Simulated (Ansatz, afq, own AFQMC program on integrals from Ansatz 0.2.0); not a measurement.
## Where AFQMC and coupled cluster stand for BH₂, doublet

| atom | x (Å) | y (Å) | z (Å) |
| --- | --- | --- | --- |
| B | 0.0000 | -0.0833 | 0.0069 |
| H | 0.0000 | 0.4672 | -1.1576 |
| H | 0.0000 | 0.4258 | 1.0839 |

Basis cc-pVDZ. Noble-gas cores (and the filled d shells of Ga–Kr and In–Xe) are frozen. Ansatz 0.2.0 and our own AFQMC program on the same integrals; the CISD trial comes from CCSD amplitudes, and released means the phaseless constraint is let go. ± is one standard error of the sampling.

Determinant: UHF, the one that the program's search chose, which needn't be the lowest solution. The geometry is a point of a scan.

Full CI on the same integrals is exact in this basis and with this determinant's frozen core.

The T1 diagnostic is 0.0086, the weight of the determinant in the CISD state is 0.951 and the ⟨S²⟩ of the determinant is 0.753. The size of the correlated space is 5 electrons in 23 orbitals.

Reference: full CI, correlation energy -2.420 eV. The released energy is read at 2.40 1/Eh (meV from the phaseless value at times in 1/Eh: -0.9 ± 0.7 at 0.24, -1.0 ± 0.5 at 0.51, -1.3 ± 0.6 at 0.99, -2.0 ± 0.4 at 1.62, -1.4 ± 0.5 at 2.40).

```tsv
level	E − E(reference) (kJ/mol)	share of correlation (%)
HF	233.5	0.00
MP2	57.7	75.30
CCSD	4.4	98.12
CCSD(T)	1.1	99.52
CCSDT	0.1	99.97
CCSDT(Q)	0.0	99.99
CCSDTQ	0.0	100.00
ph-AFQMC/CISD	0.2 ± 0.07	99.93
released AFQMC	0.0 ± 0.05	99.99
```

CCSDT and higher add their correlation energy to the determinant of the CCSD(T) run, since their own runs factorise the integrals more tightly (a shift of under 2 meV). A walk keeps the symmetry of its determinant, which the program's search chose and which needn't be the lowest solution, so a lower state of the same spin and another symmetry isn't excluded. Released energies are given only where the last usable release times agree within the noise; a slower fall can still hide under it.
